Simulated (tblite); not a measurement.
Species: C4H6NO (doublet state).
Bonds: O1–C2 (double), C2–C3, C3–C4, C4–C5, C5–N6, C2–N6. Hydrogens: H7 on C3; H8, H9 on C4; H10, H11 on C5; H12 on N6.

Computed geometry: GFN2-xTB, gas phase. This method treats the open shell by occupation alone, without spin polarisation.

Q: List the bond lengths, angles and torsions at this level.

A: 
| bond | length (Å) | order |
| --- | --- | --- |
| O1=C2 | 1.219 | double |
| C2–C3 | 1.431 | single |
| C3–C4 | 1.475 | single |
| C4–C5 | 1.539 | single |
| C5–N6 | 1.435 | single |
| C2–N6 | 1.380 | single |
| C3–H7 | 1.072 | single |
| C4–H8, C4–H9 | 1.095 | single |
| C5–H10, C5–H11 | 1.097 | single |
| N6–H12 | 1.005 | single |

Bonds in one row agree within 0.01 Å and their mean is given. Orders are formal, as drawn. A selection of angles:
| angle | degrees |
| --- | --- |
| O1–C2–C3 | 129.9 |
| O1–C2–N6 | 124.3 |
| C3–C2–N6 | 105.8 |
| C2–C3–C4 | 111.3 |
| C2–C3–H7 | 124.2 |
| C4–C3–H7 | 124.5 |
| C3–C4–C5 | 104.1 |
| C3–C4–H8 | 111.4 |
| C5–C4–H8 | 111.9 |
| H8–C4–H9 | 106.2 |
| C4–C5–N6 | 103.8 |
| C4–C5–H10 | 111.7 |
| N6–C5–H10 | 111.0 |
| H10–C5–H11 | 107.7 |
| C5–N6–H12 | 122.7 |
| C2–N6–C5 | 115.0 |
| C2–N6–H12 | 122.3 |

Dihedral angles: O1–C2–C3–C4 180° (antiperiplanar); C2–C3–C4–C5 0° (synperiplanar); C3–C4–C5–N6 0° (synperiplanar); C4–C5–N6–C2 0° (synperiplanar); O1–C2–N6–C5 180° (antiperiplanar).

C3 (carbon bonded to 2 C and H) is planar (angles 124.5°, 124.2° and 111.3°, sum 360.0°, 0.00 Å off the plane of its three neighbours). N6 (nitrogen bonded to 2 C and H) is planar (angles 122.7°, 122.3° and 115.0°, sum 360.0°, 0.00 Å off the plane of its three neighbours). C2 (carbon bonded to C, N and O) is planar (angles 129.9°, 124.3° and 105.8°, sum 360.0°, 0.00 Å off the plane of its three neighbours). The 5-membered ring C2–C3–C4–C5–N6 has internal angles of 103.8° to 115.0°; it is planar, 0.00 Å rms from its mean plane, widest ring torsion 0°. The C–N distances run from 1.380 Å (C2–N6, drawn single) to 1.435 Å (C5–N6, drawn single), a spread of 0.055 Å. The 6 heavy atoms lie in one plane (0.000 Å rms). The C–C distances run from 1.431 Å (C2–C3, drawn single in one of several resonance forms) to 1.539 Å (C4–C5, drawn single), a spread of 0.108 Å.

Point group: Cs (every atom within 0.08 Å of its image). Its GFN2-xTB frequencies are all real (lowest 85 cm⁻¹).
